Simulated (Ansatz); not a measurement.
# CH2NOP: taking an electron away

One table from this session's results is given with a row withheld; the runs are named, their logs left out.

The runs use Ansatz 0.2.0, Gaussian basis; unrestricted cation, the program's frozen cores in correlated methods.

Plan: UKS PBE-D4/def2-TZVPP; UKS r2SCAN-D4/def2-TZVPP; UKS PBE0-D4/def2-TZVPP; UKS B3LYP-D4/def2-TZVPP; UKS wB97X-V/def2-TZVPP; UKS wB97M-V/def2-TZVPP; UKS B2PLYP/def2-TZVPP; UHF-CCSD(T)/def2-TZVPP; UHF-MP2/def2-QZVPP; extrapolation to the limit; then −ε(HOMO) from the neutral's earlier runs with LDA (SPW92), PBE-D4, revPBE-D4, BLYP-D4, r2SCAN-D4, B97M-V, PBE0-D4, B3LYP-D4, r2SCANh-D4, r2SCAN0-D4, HSE06-D4, BHLYP-D4, CAM-B3LYP-D4, LC-ωPBE, ωB97X-V, ωB97M-V.

**The relaxed structure**

All runs share one geometry, relaxed beforehand with PBE0-D4 in a triple-zeta def2 set.

SMILES `O=C=NP`, 6 atoms, charge 0, spin multiplicity 1.

Atoms are counted from 1 here; the program's logs count them from 0.

Bond lengths: O1–C2 1.165 Å, C2–N3 1.198 Å, N3–P4 1.702 Å, P4–H5 1.422 Å, P4–H6 1.422 Å. Angles: O1–C2–N3 175.4°, C2–N3–P4 142.6°, N3–P4–H5 97.2°, N3–P4–H6 97.2°, H5–P4–H6 92.0°.

The first run:

in.yaml

```yaml
crystal:
  periodic: [false, false, false]
  atoms:
    - {symbol: O, position_ang: [1.232669, -2.073979, 1.254807]}
    - {symbol: C, position_ang: [0.766618, -1.160338, 0.703122]}
    - {symbol: N, position_ang: [0.376902, -0.185941, 0.124449]}
    - {symbol: P, position_ang: [-1.036554, 0.580446, -0.432358]}
    - {symbol: H, position_ang: [-0.568142, 0.890842, -1.738134]}
    - {symbol: H, position_ang: [-0.729492, 1.884870, 0.042013]}
basis:
  gaussian: {orbitals: def2-TZVPP}
total_charge: 1
magnetization: {spin_polarized: true, initial_magnetization: 1}
hamiltonian: {xc: pbe, dispersion: d4}
```

Command:

```sh
$ ansatz run in.yaml --threads 2 --pin off --events-out ev --progress --plain --max-ram 4352MiB
```

Among the steps run: Cation, UKS PBE-D4/def2-TZVPP; Cation, UKS r2SCAN-D4/def2-TZVPP; Cation, UKS PBE0-D4/def2-TZVPP; Cation, UKS B3LYP-D4/def2-TZVPP; Cation, UKS wB97X-V/def2-TZVPP; Cation, UKS wB97M-V/def2-TZVPP; Cation, UKS B2PLYP (frozen core)/def2-TZVPP; Cation, UHF-CCSD(T)/def2-TZVPP; Cation, UHF-MP2/def2-QZVPP.

One table of the session follows, with a row left open; its other results are not shown here.

For comparison, −ε(HOMO) of the neutral from earlier runs:

```
  functional  −ε(HOMO) (eV)
 LDA (SPW92)           6.46
      PBE-D4           6.34
   revPBE-D4           6.29
     BLYP-D4           6.22
   r2SCAN-D4           6.57
      B97M-V           6.64
     PBE0-D4           7.52
    B3LYP-D4           7.33
  r2SCANh-D4           7.01
  r2SCAN0-D4              ?
    HSE06-D4           7.13
    BHLYP-D4           8.62
CAM-B3LYP-D4           8.83
     LC-ωPBE          10.13
     ωB97X-V           9.78
     ωB97M-V           9.65
```

**Question.** Estimate the row for r2SCAN0-D4.

Worked estimate for «−ε(HOMO) (eV)». Against the share of exact exchange, r2SCAN-D4 (0, 6.57), r2SCANh-D4 (0.1, 7.01) give a slope of 4.40 per unit share; at 0.25 the line stands at 7.67.

**Answer.** −ε(HOMO) (eV): 7.68. In «−ε(HOMO) (eV)» the line misses by -0.01.

To keep in mind: The cation may have settled in a state other than its lowest; no search over hole states beyond the program's own was made.
